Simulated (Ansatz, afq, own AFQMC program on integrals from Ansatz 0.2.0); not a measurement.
## BNH$_{2}$, singlet: AFQMC among the cluster methods

```xyz
4

B     0.0000    0.0000    0.8600
N     0.0000    0.0000   -0.5115
H     0.0000    0.8509   -1.0580
H     0.0000   -0.8509   -1.0580
```

Connectivity, by distances: B–NH2.

Basis cc-pVDZ. Only valence electrons are correlated. Ansatz 0.2.0 and our own AFQMC program on the same integrals; the CISD trial comes from CCSD amplitudes, and released means the phaseless constraint is let go. Free AFQMC starts from the CCSD state and is never constrained. Its projection time is finite, and what remains of the start isn't in its error. Uncertainties: one standard error, sampling alone.

Determinant: RHF, the one that the program's search chose, which needn't be the lowest solution. The geometry is a point of a scan.

No full CI on the walks' own integrals is used here; CCSDT(Q) serves as the reference and is uncertain by about the last step of the cluster series.

Cautions: restricted determinant unstable towards unrestricted (UHF 52 meV lower, ⟨S²⟩ 0.27).

The T1 diagnostic is 0.0147. The weight of the determinant in the CISD state is 0.882 and the size of the correlated space is 10 electrons in 36 orbitals.

Reference: CCSDT(Q), correlation energy -7.287 eV. The released energy is read at 2.40 1/Eh (meV from the phaseless value at times in 1/Eh: -28 ± 16 at 0.24, -30 ± 11 at 0.51, -3 ± 14 at 0.99, -13 ± 14 at 1.62, -22 ± 16 at 2.40).

```tsv
level	E − E(reference) (mEh)	share of correlation (%)
HF	267.78	0.00
MP2	35.93	86.58
CCSD	8.64	96.77
CCSD(T)	1.27	99.52
CCSDT	0.62	99.77
ph-AFQMC/HF	-0.20 ± 2.45	100.07
ph-AFQMC/CISD	1.16 ± 0.36	99.57
released AFQMC	0.36 ± 0.58	99.86
free AFQMC	0.54 ± 0.53	99.80
```

Free projections are given only where their last times agree within the noise and don't stop above the reference; a slow remainder of the start can still hide under it. A walk keeps the symmetry of its determinant, which the program's search chose and which needn't be the lowest solution, so a lower state of the same spin and another symmetry isn't excluded. Released energies are given only where the last usable release times agree within the noise; a slower fall can still hide under it.
